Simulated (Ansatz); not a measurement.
## Structure relaxation of GaGe

The calculation used DFT PBE, scalar-relativistic, plane waves, PAW (Ansatz). Cutoff 420 eV, Γ-centred k mesh, Gaussian smearing, no spin polarisation in the final step.

The start puts GaGe on the CuPt (L1_1) structure type (R-3m, No. 166), with Ga in place of Cu, Ge in place of Pt, at a guessed volume.

```
Ga Ge
1.0
     1.63223    0.94237    5.19895
    -1.63223    0.94237    5.19895
     0.00000   -1.88474    5.19895
Ga Ge
1 1
Direct
  0.00000 0.00000 0.00000
  0.50000 0.50000 0.50000
```

Cell and atoms relax at zero pressure; the relaxation can't lower the symmetry of the start. After a coarse first stage the cell is made exact in the group found at 0.06 Å.

Energies over the elements count from the elements' standard structures at the same level, with no empirical corrections.

(1) Describe the relaxed structure.

(2) What are its volume, energy, density and gap?

Answers

(1) It keeps R-3m (No. 166). The result has the CuPt (L1_1) structure. Conventional cell: a = 3.008 Å, c = 14.768 Å. Ga has 6 Ga at 3.01 Å and 6 Ge at 3.01 Å; around Ge lie 6 Ge at 3.01 Å and 6 Ga at 3.01 Å.

```
Ga Ge
1.0
     1.50412    0.86841    4.92266
    -1.50412    0.86841    4.92266
     0.00000   -1.73681    4.92266
Ga Ge
1 1
Direct
  0.00000 0.00000 0.00000
  0.50000 0.50000 0.50000
```

(2) The volume per atom is 19.29 Å³. The density is 6.13 g/cm³ and the energy over the elements is 0.17 eV/atom. The gap on the 24×24×24 mesh is 0 eV (a metal).

The final run used a 24×24×24 mesh on its 2-atom cell and 0.10 eV smearing. The k mesh leaves about 4 meV/atom of noise in metals. A structure relaxed within its symmetry needn't be a true minimum. The steps took about 4 core-minutes in all.